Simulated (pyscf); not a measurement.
H₃Si–Si•(SiH₃)–SiH₃ + disilane (H₃Si–SiH₃) -> H₃Si–SiH(SiH₃)–SiH₃ + •H₂Si–SiH₃ (hydrogen abstraction; doublet surface; H–Si broken, H–Si formed). Single points on ωB97X-D3(BJ)/def2-SVP structures (PySCF, gas phase). Rate constants from transition-state theory, ωB97M-D3(BJ)/def2-TZVP energies (ideal gas, 1 atm, RRHO with modes under 100 cm⁻¹ raised to 100, one conformer, R ln 2 for chiral ones without a mode under 150 cm⁻¹; no tunnelling), k in cm³ molecule⁻¹ s⁻¹.

```tsv
T (K)	1000/T	log10 k
298	3.354	-19.59
600	1.667	?
900	1.111	-14.63
1200	0.833	-13.76
```

Question: Fit an Arrhenius line to the three values, give the activation energy, and predict k at 600 K.

Answer: Least squares gives log10 k = -11.98 − 2.27 × 1000/T, so Ea = 2.27 × ln 10 × 1.987 = 10.4 kcal/mol, against an electronic barrier of 9.6. At 600 K the line gives -15.76; the computed value is -16.08 (ΔG‡ = 27.7 kcal/mol), a factor 2.1 under the line, since the plot is curved. On the reactant side the descent ends in a complex, 6.1 kcal/mol under the separated species and 15.2 kcal/mol under the saddle at ωB97X-D3(BJ)/def2-TZVP. One saddle was located; it need not be the lowest between these sides. The angle at the transferred H is 152°.
